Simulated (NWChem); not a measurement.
## A convergence study on [SiH3]− (SMILES [SiH3-])

[SiH3]−: 4 atoms, total charge -1, spin state singlet. SMILES: `[SiH3-]`. The coordinates come from a PBE0-D4/def2-TZVPD relaxation.

```xyz
4

Si    0.5397   -0.0507   -0.3009
H     0.4266    0.6223    1.0859
H    -0.2985   -1.2837    0.1068
H    -0.6678    0.7122   -0.8918
```

Program: NWChem 7.3.0. Method: PBE/aug-cc-pVDZ. Swept: integration grid. Watched: the total energy. Each run: energy. Hardware: 1 thread of Intel Xeon Platinum 8259CL at 2.50GHz (Skylake/Cascade Lake), shared host.

The last row is the best point of the sweep, not the limit.

```csv
integration grid,energy (Eh),from the best (mEh),wall time
xcoarse,-291.114790,+0.737,6.9 s
coarse,-291.115478,+0.049,7.5 s
medium,-291.115537,-0.010,8.7 s
fine,-291.115526,0.000,11 s
xfine,-291.115527,0.000,19 s
huge,-291.115527,0.000,42 s
```

(1) For a target of 0.5 mEh, where can one stop?

## Answers

(1) coarse: it is 0.049 mEh off and takes 7.5 s, against 42 s for huge.
